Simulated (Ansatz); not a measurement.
**RPA@PBE/3-21G run of NH2 (SMILES [NH2])**

What is the energy change on altering one bond length of NH2 at RPA@PBE/3-21G? 

The calculation is run with Ansatz 0.2.0.

48 further runs of the same task are left out: 48 set aside as unsound or not needed.

## Step 1: Starting point

NH2 has 3 atoms, charge 0, and is taken as a doublet. SMILES: `[NH2]`. The shape is that of a GFN2-xTB optimisation.

Bond lengths: N1–H2 1.014 Å, N1–H3 1.014 Å. Angles: H2–N1–H3 110.0°.

## Step 2: A single-point energy at RPA@PBE/3-21G

job.yaml

```yaml
crystal:
  periodic: [false, false, false]
  atoms:
    - symbol: N
      position_ang: [0.307180, -0.182210, 0.151440]
    - symbol: H
      position_ang: [0.155580, 0.820260, 0.174790]
    - symbol: H
      position_ang: [-0.462760, -0.638040, -0.326220]
basis:
  gaussian:
    orbitals: 3-21G.json
total_charge: 0
magnetization:
  spin_polarized: true
  initial_magnetization: 1
hamiltonian:
  xc: pbe
correlation:
  method: rpa
  frozen_orbitals: {H: 0, "N": 1}
accuracy: high
```

The basis set 3-21G is read from a file made from the Basis Set Exchange's data (not shown).

Run with:

```sh
$ ansatz run job.yaml --threads 1 --pin off --max-ram 2610MiB --events-out events.jsonl --progress --plain --runs-dir runs
```

The program printed:

```text
Warning: RAYON_NUM_THREADS=1 ignored (pool sized by the plan → 1); use --threads N
Functional definition: PBE
  name "PBE"
  parameter kappa = 0.804
  parameter beta = 0.06672455060314922
  exchange = pbe_x(kappa = kappa, mu = beta*pi^2/3)
  correlation = pbe_c(beta = beta)
248 factors; integrals over basis functions are off by at most 4.8e-9 eV
mean field evaluation 1: about -1507.7033 eV, gradient 2.2e1 eV
mean field evaluation 2: about -1507.6887 eV, gradient 2.2e1 eV
mean field evaluation 4: about -1509.5974 eV, gradient 8.5e-1 eV
mean field evaluation 8: about -1509.5995 eV, gradient 2.2e-3 eV
mean field evaluation 16: about -1509.5995 eV, gradient 4.5e-8 eV
mean field -1509.59945367 eV, -55.4767566793 hartree, gradient 4.5e-8 eV, S^2 0.751618; 0 other end points of the search recorded, 0 dependent functions left out
1 core orbitals not correlated: weight in the atoms' cores, before any rotation towards them, 1.000 or more for the frozen orbitals, at most 0.000 for the correlated occupied ones
reference -1503.17510092 eV, -55.2406660703 hartree; 4, 3 occupied and 8, 9 virtual orbitals, 248 factors
Total energy: -1507.38971565 eV, -55.3955503047 hartree
```

Run time: 0.69 s. Hardware: 1 thread of Arm Neoverse V1, shared host.

## Step 3: The distorted shape at the same level

job.yaml

```yaml
crystal:
  periodic: [false, false, false]
  atoms:
    - {symbol: N, position_ang: [0.345084, -0.432856, 0.145602]}
    - {symbol: H, position_ang: [0.155580, 0.820260, 0.174790]}
    - {symbol: H, position_ang: [-0.424856, -0.888686, -0.332058]}
basis:
  gaussian:
    orbitals: 3-21G.json
magnetization:
  spin_polarized: true
  initial_magnetization: 1
hamiltonian:
  xc: {name: PBE}
correlation:
  method: rpa
  frozen_orbitals: {H: 0, "N": 1}
accuracy: high
```

The basis set 3-21G is read from a file made from the Basis Set Exchange's data (not shown).

Run with:

```sh
$ ansatz run job.yaml --threads 1 --pin off --max-ram 2610MiB --events-out events.jsonl --progress --plain --runs-dir runs
```

The program printed (excerpt; [...] marks lines left out):

```text
Warning: RAYON_NUM_THREADS=1 ignored (pool sized by the plan → 1); use --threads N
[... 6 set-up lines as earlier in the session ...]
248 factors; integrals over basis functions are off by at most 2.7e-9 eV
mean field evaluation 1: about -1507.2775 eV, gradient 2.1e1 eV
mean field evaluation 2: about -1507.2670 eV, gradient 2.1e1 eV
mean field evaluation 4: about -1509.1122 eV, gradient 2.2e0 eV
mean field evaluation 8: about -1509.1461 eV, gradient 1.4e-2 eV
mean field evaluation 16: about -1509.1461 eV, gradient 7.2e-7 eV
mean field -1509.14608343 eV, -55.4600956301 hartree, gradient 8.7e-8 eV, S^2 0.753037; 0 other end points of the search recorded, 0 dependent functions left out
1 core orbitals not correlated: weight in the atoms' cores, before any rotation towards them, 1.000 or more for the frozen orbitals, at most 0.000 for the correlated occupied ones
reference -1502.33891785 eV, -55.2099369089 hartree; 4, 3 occupied and 8, 9 virtual orbitals, 248 factors
Total energy: -1506.93082946 eV, -55.3786865481 hartree
```

Wall time 0.69 s (1 thread of Arm Neoverse V1, shared host); peak memory 0.091 GiB.

## Step 4: What came out

At RPA@PBE/3-21G, 1 core orbital frozen:

| quantity | value |
| --- | --- |
| first shape: total energy | -55.39555 Eh |
| first shape: RPA correlation energy (valence) | -154.9 mEh |
| first shape: ⟨S²⟩ of the reference determinant | 0.752 |
| distorted shape: total energy | -55.37869 Eh |
| distorted shape: RPA correlation energy (valence) | -168.7 mEh |
| distorted shape: ⟨S²⟩ of the reference determinant | 0.753 |
| energy change with the N1–H2 bond stretched from 1.014 to 1.268 Å | 0.459 eV |

In words: With the N1–H2 bond stretched from 1.014 to 1.268 Å the energy rises by 0.46 eV (44.3 kJ/mol). The first shape isn't relaxed at this level, so the change isn't measured from a minimum.
